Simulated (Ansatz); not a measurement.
Relaxation of CH$_{6}$BF (9 atoms, charge 0, multiplicity 1), to a largest force component of 0.03 eV/Å in at most 50 steps.

The calculation used Ansatz, RKS PBE0-D4/def2-SVP.

```xyz
9
Properties=species:S:1:pos:R:3
B 0.031 0.163 0.246
C 0.035 0.203 1.831
H -0.907 -0.090 2.323
H 0.893 -0.299 2.304
H 0.159 1.279 2.069
H 1.080 0.148 -0.356
H -1.001 0.313 -0.368
F -0.285 -2.326 0.424
H -0.362 -2.008 1.288
```

Problem. Where does it end, and by what steps?

Solution. The forces met the threshold. After 5 steps the energy has fallen by 0.058 eV; F8 moved furthest, 0.33 Å.

```
step  energy less start (eV)  largest force component (eV/Å)  accepted
   0                  0.0000                           0.420       yes
   1                 -0.0214                           0.468       yes
   2                 -0.0375                           1.180       yes
   3                 -0.0540                           0.385       yes
   4                 -0.0562                           0.209       yes
   5                 -0.0578                           0.029       yes
```

```xyz
9
Properties=species:S:1:pos:R:3
B 0.008 0.015 0.286
C 0.033 0.207 1.851
H -0.904 -0.044 2.376
H 0.888 -0.259 2.368
H 0.163 1.297 1.994
H 1.054 0.016 -0.323
H -1.011 0.256 -0.322
F -0.235 -2.022 0.307
H -0.352 -2.082 1.225
```

Time of the run: 8.4 s on 2 threads of Arm Neoverse V1, on a shared host, peak memory 0.14 GiB.
